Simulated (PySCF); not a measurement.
## TDDFT excited states: NH3

Species: ammonia, NH₃.
SMILES: `N`

Theory: TDDFT CAM-B3LYP/def2-SVPD, vertical, gas phase, core orbitals frozen in the response in PySCF 2.14.0, density-fitted response routines. Isolated species at its GFN2-xTB geometry, gas phase.

Problem. Predict the UV-vis stick spectrum at this level.

Solution. 

```tsv
state	E (eV)	ν̃ (cm⁻¹)	f	symmetry	main configurations (H = HOMO, L = LUMO)
S1	6.92	55780	0.078	A1	H→L (99%)
S2	9.08	73230	0.015	E	H→L+1/L+2 (98%)
S3	9.08	73230	0.015	E	H→L+1/L+2 (98%)
S4	10.64	85820	0.0006	–	H→L+3 (98%)
S5	10.64	85830	0.0006	–	H→L+4 (98%)
S6	11.59	93450	0.023	A1	H→L+5 (93%)
S7	12.21	98480	0.047	E	H-2/H-1→L (82%), H→L+7 (17%)
S8	12.21	98490	0.046	E	H-2/H-1→L (81%), H→L+6 (18%)
```

Triplets (Tamm–Dancoff): T1 6.46 eV, H→L (98%); T2 8.64 eV, H→L+1/L+2 (≥88%); T3 8.64 eV, H→L+1/L+2 (≥88%).

The lowest singlet comes at 179 nm (667 kJ/mol) in the vacuum ultraviolet; it is of moderate strength; its leading configuration is HOMO→LUMO (99%). The strongest level in the table is S7/S8 at 12.21 eV (102 nm, f = 0.092 summed). It is the last of those listed, so stronger ones may follow. S2/S3, S4/S5 and S7/S8 lie within about 0.01 eV of each other in each set; the point group C3v has degenerate representations, and within a degenerate level the listed configurations can mix freely. Löwdin shares by element: HOMO nitrogen 75%, hydrogen 25%; LUMO hydrogen 57%, nitrogen 43%. The listed states span 5.30 eV, and the widest gap between neighbours is 2.16 eV (S1 to S2). Orbital energies (eV): HOMO-3 -25.16, HOMO-2 -14.53, HOMO-1 -14.53, HOMO -9.16, LUMO 1.67, LUMO+1 3.93, LUMO+2 3.93. The oscillator strengths of these states sum to 0.225; summed over the whole spectrum of an exact calculation they would give the number of electrons, 10 (Thomas–Reiche–Kuhn). Symmetry labels in C3v follow from the direction of the transition dipole and are given only for states with f of 0.002 or more. Orbitals of the list HOMO-3 to LUMO+2 that lie within 0.01 eV of each other are written together with a slash and their weights summed (≥ marks a lower bound); for degenerate orbitals outside that list single weights are arbitrary. Only the lowest 8 singlets were computed, as vertical energies without vibronic structure.
